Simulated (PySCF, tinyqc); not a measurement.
Orbital energy against energy difference: ionisation energy by orbital energies and by energy differences in the cc-pvdz basis, for CH2, spin multiplicity 1. Computed by the program tinyqc with PySCF. The cation is unrestricted; errors are against CCSD(T) in this basis, not against experiment.

Geometry (angstrom):

| atom | x | y | z |
|---|---|---|---|
| C | 0.0000 | 0.0000 | 0.0000 |
| H | 0.0000 | 0.8190 | 0.6200 |
| H | 0.0000 | -0.8190 | 0.6200 |

CCSD(T) difference in the same basis = 10.0817 eV

IP-EOM-CCSD = 10.0578 eV

First vertical ionisation energy (eV):

| method | -e(HOMO) | E(cation) - E | error of -e(HOMO) | error of the difference |
|---|---|---|---|---|
| HF | 10.4155 | 8.921888 | 0.3338 | -1.1598 |
| LDA | 5.2535 | 10.362627 | -4.8282 | 0.2809 |
| B3LYP | 6.5021 | 10.286769 | -3.5796 | 0.2051 |
| PBE0 | 6.7584 | 10.126501 | -3.3233 | 0.0448 |
| CAM-B3LYP | 8.2429 | 10.279743 | -1.8388 | 0.1980 |
| LC-wPBE | 9.7699 | 10.229564 | -0.3118 | 0.1479 |

Estimate the missing row, method = PBE.

Computed row:
```
method  -e(HOMO)  E(cation) - E  error of -e(HOMO)  error of the difference
PBE       5.2460      10.176477            -4.8357                   0.0948
```

Koopmans errs by +0.33 eV and Delta-HF by -1.16 eV: relaxation, 1.49 eV, lowers the value and the missing correlation difference works against it. The PBE level is off by -4.8 eV through the wrong tail of its potential, though its energy difference is off by +0.09 eV; exact exchange deepens the level, and among the orbital energies LC-wPBE comes closest; among the differences PBE0 does. The restricted reference is unstable here: a spin-polarised solution lies 0.0215 hartree lower (PySCF), so results built on it describe a poor reference.
